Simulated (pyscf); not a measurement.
`[CH]1[CH2][CH2]1` [doublet] + `[H][H]` → `[CH2]1[CH2][CH2]1` + `[H]` [doublet], a hydrogen abstraction (doublet surface; H–H broken, C–H formed). Single points on ωB97X-D3(BJ)/def2-SVP structures (PySCF, gas phase). Energies in kcal/mol from the separated reactants.

Small-basis levels: PySCF, no dispersion term, spherical d functions. Open shells are spin-unrestricted. 

Q: In single points MP2/6-31G* puts the saddle at 10.6 kcal/mol and the reaction energy at -15.8 kcal/mol. Should these be trusted to within a few kcal/mol? Compare with ωB97M-D3(BJ)/def2-TZVP.

A: ωB97M-D3(BJ)/def2-TZVP gives ΔE‡ = 6.5 kcal/mol and ΔE = -7.5 kcal/mol. MP2/6-31G* lies 4.1 kcal/mol over it in the barrier and 8.3 kcal/mol under it in the reaction energy, so on this step it does not hold to within 3.0 kcal/mol. ωB97M-D3(BJ)/def2-TZVP has limits of its own. cyclic C₃H₅ (SMILES [CH]1CC1) [doublet] lies 28.1 kcal/mol over its isomer •H₂C–CH=CH₂ (electronic energy, ωB97M-D3(BJ)/def2-TZVP). cyclopropane lies 6.6 kcal/mol over its isomer H₂C=CH–CH₃ (electronic energy, ωB97M-D3(BJ)/def2-TZVP). This is the saddle that the search found; another between the same sides may lie lower. The angle at the transferred H is 175°.
